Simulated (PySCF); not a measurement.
**MgClF, a cluster of ions: interaction energy**

An exercise on one series of results from a longer session: the logs are not shown, and one member is left open.

Computed with PySCF 2.14.0; each step states its level. No surroundings beyond the atoms listed, unless a continuum is named. Atoms count from 0, parts from 1.

### The system as given

3 atoms, charge 0, multiplicity 1; geometry: GFN2-xTB. Parts: 1 = atoms 0–1, `[Mg+][Cl]`, charge 1; 2 = atom 2, `[F-]`, charge -1.

The first run:

Job settings and geometry (Å):

```
{"job": {"xc": "PBE0", "basis": "def2-SVPD", "d3": "d3bj", "grid": 2, "kind": "geom", "shake": 0.01}, "charge": 0, "multiplicity": 1, "parts": [{"atoms": "0-1", "charge": 1, "multiplicity": 1}, {"atoms": "2-2", "charge": -1, "multiplicity": 1}]}
Mg     0.292729    -0.445435    -0.663296
Cl     0.337308     0.895796     0.957683
F      0.631061    -1.354105    -2.042911
```

Run with:

```bash
> OMP_NUM_THREADS=1 python cluster_run.py task.json out
```

The driver reads the jobs from task.json and runs them one after another.

Steps of the session up to this table: Optimising the geometry at PBE0-D3(BJ)/def2-SVPD; Coupled-cluster interaction energy: CCSD(T) and MP2, 1.76 Å; Coupled-cluster interaction energy: CCSD(T) and MP2, 1.93 Å; Coupled-cluster interaction energy: CCSD(T) and MP2, 1.67 Å; Coupled-cluster interaction energy: CCSD(T) and MP2, 2.20 Å; Coupled-cluster interaction energy: CCSD(T) and MP2, 1.58 Å; Coupled-cluster interaction energy: CCSD(T) and MP2, 2.63 Å; Coupled-cluster interaction energy: CCSD(T) and MP2, 3.51 Å.

One table of the session follows, with a row left open; its other results are not shown here.

It belongs to the step «Coupled-cluster interaction energy: CCSD(T) and MP2, 3.51 Å». 

| method | interaction energy (kcal/mol) |
| --- | --- |
| HF/aug-cc-pVDZ | -124.61 |
| MP2/aug-cc-pVDZ | -128.29 |
| CCSD/aug-cc-pVDZ | -127.84 |
| CCSD(T)/aug-cc-pVDZ | -130.51 |
| HF/aug-cc-pVTZ | ? |
| MP2/aug-cc-pVTZ | -128.32 |
| SCS-MP2/aug-cc-pVTZ | -128.13 |
| MP2, extrapolated | -128.26 |
| CCSD(T), limit estimate | -130.47 |

**Question.** Estimate the row for HF/aug-cc-pVTZ.

As computed: interaction energy (kcal/mol): -124.79. In the column «interaction energy (kcal/mol)» it lies between CCSD/aug-cc-pVDZ (-127.84) and HF/aug-cc-pVDZ (-124.61).

In this run the core of Mg (2s2p) is correlated, in a basis without core functions; only the other cores are frozen.

Caveats from the session: At 3.51 Å a test (T1, the size of the triples or of CCSD(T) less MP2, charge moved between the parts) flags the run, so its CCSD(T) estimate is not taken as a benchmark. Tight-binding geometries are rough for metal atoms; that holds for every run here that uses one unrelaxed.
